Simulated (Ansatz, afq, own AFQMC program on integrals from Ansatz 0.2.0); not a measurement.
**SiGeS, triplet in cc-pVDZ, levels against CCSDT(Q)**

```yaml
atoms:
  - { symbol: Ge, position_ang: [0.1827, 0.0000, 1.4379] }
  - { symbol: Si, position_ang: [-0.5454, 0.0000, -0.7574] }
  - { symbol: S, position_ang: [0.0638, 0.0000, -2.5940] }
```

Connectivity, by distances: Ge–Si–S.

Basis cc-pVDZ. Noble-gas cores (and the filled d shells of Ga–Kr and In–Xe) are frozen. Integrals, coupled cluster, full CI and functionals: Ansatz 0.2.0; the random walks run on the same integrals in our own AFQMC program. ph-AFQMC/CISD is guided by a CISD state made of CCSD amplitudes; releasing the constraint for a short imaginary time cuts its bias at the price of noise, slowly where states lie close. Error bars are statistical, one sigma. No spin–orbit coupling.

Determinant: UHF, the one that the program's search chose, which needn't be the lowest solution. The geometry is a point of a scan.

No full CI on the walks' own integrals is used here; CCSDT(Q) serves as the reference and is uncertain by about the last step of the cluster series.

Cautions: no relativity below Rb; no spin-orbit coupling; inner d shell frozen; lower spins were not checked; unrestricted determinant slightly spin contaminated (⟨S²⟩ 2.08 against 2.00); the released energies are still falling, so no released level is given (meV from the phaseless value at times in 1/Eh: 12 ± 33 at 0.24, 32 ± 30 at 0.51, 29 ± 29 at 0.99, -7 ± 28 at 1.62, -48 ± 41 at 2.40), though the last usable value meets CCSDT(Q) within the noise.

- T1 diagnostic: 0.0370
- weight of the determinant in the CISD state: 0.796
- ⟨S²⟩ of the determinant: 2.082
- size of the correlated space: 14 electrons in 39 orbitals

Reference: CCSDT(Q), correlation energy -8.526 eV.

```tsv
level	E − E(reference) (mEh)	share of correlation (%)
HF	313.33	0.00
MP2	53.34	82.98
CCSD	19.39	93.81
CCSD(T)	3.73	98.81
CCSDT	1.67	99.47
ph-AFQMC/CISD	1.85 ± 0.93	99.41
```

A walk keeps the symmetry of its determinant, which the program's search chose and which needn't be the lowest solution, so a lower state of the same spin and another symmetry isn't excluded.
